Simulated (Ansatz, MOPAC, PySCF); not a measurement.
Barrier height from CHN (SMILES [C-]#[NH+]) to the transition structure CHN, without zero-point energy, on the benchmark's geometries as Psi4's copy of the set gives them.
Transition structure (charge 0, multiplicity 1):
```
atom    x (Å)    y (Å)   z (Å)
----  -------  -------  ------
C      0.0803   0.6203  0.0000
N      0.0803  -0.5681  0.0000
H     -1.0441   0.2551  0.0000
```

Open shells are unrestricted; no spin–orbit coupling.

Cores are frozen in the correlated methods. CBS(a, b) extrapolates the correlation energy as X⁻³ and adds the Hartree–Fock energy of set b. Rows in 6-31G* carry no dispersion term and start afresh at each structure (6-31G* with six Cartesian d functions). MP2/6-31G* freezes PySCF's default core. The state that AM1 reach isn't checked.

Programs: Ansatz (a first-principles code) with Gaussian orbitals; MOPAC for AM1 (differences of heats of formation); PySCF for 6-31G* rows, the dispersion terms. 

```
level                                  barrier height (eV)
-------------------------------------  -------------------
AM1                                                  3.069
BLYP/def2-TZVPPD                                     1.381
CAM-B3LYP-D3(BJ)/def2-TZVPPD                         1.475
B2PLYP-D4/def2-TZVPPD                                1.446
MP2/6-31G*                                               …
MP2/cc-pVDZ                                          1.438
CCSD/aug-cc-pVQZ                                     1.460
CCSD(T)/aug-cc-pVTZ                                  1.415
CCSD(T)/CBS(aug-cc-pVTZ, aug-cc-pVQZ)                1.428
```

What belongs in the gaps?


- MP2/6-31G*, barrier height (eV): 1.565
